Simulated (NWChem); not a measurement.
System: dimethyl sulfide (C$_{2}$H$_{6}$S); SMILES CSC

```xyz
9

C     -1.3791     0.0000    -0.5110
S      0.0000     0.0000     0.6507
C      1.3791     0.0000    -0.5110
H     -1.3742    -0.8990    -1.1470
H     -2.3023     0.0000     0.0856
H     -1.3742     0.8990    -1.1470
H      1.3742    -0.8990    -1.1470
H      2.3023     0.0000     0.0856
H      1.3742     0.8990    -1.1470
```
Atoms are numbered in this order, from 1.

Computed with NWChem. Geometry optimised at PBE0/def2-SVP; all other runs use it. 

| quantity | level | value |
|---|---|---|
| vertical ionisation energy, ΔSCF (eV) | PBE/def2-SVP | 8.49 |
| vertical, lowest excitation, singlet (eV) | PBE/def2-SVPD, TDA | 5.06 |
| solvation free energy (kcal/mol) in water | PBE0/def2-SVP, SMD | -0.2 |
| anisotropy (bohr³), static | PBE/def2-SVPD | 12.7 |
| dipole (D) | PBE0/def2-SVP | 1.55 |
| highest harmonic frequency (cm⁻¹) | PBE0/def2-SVP | 3179 |
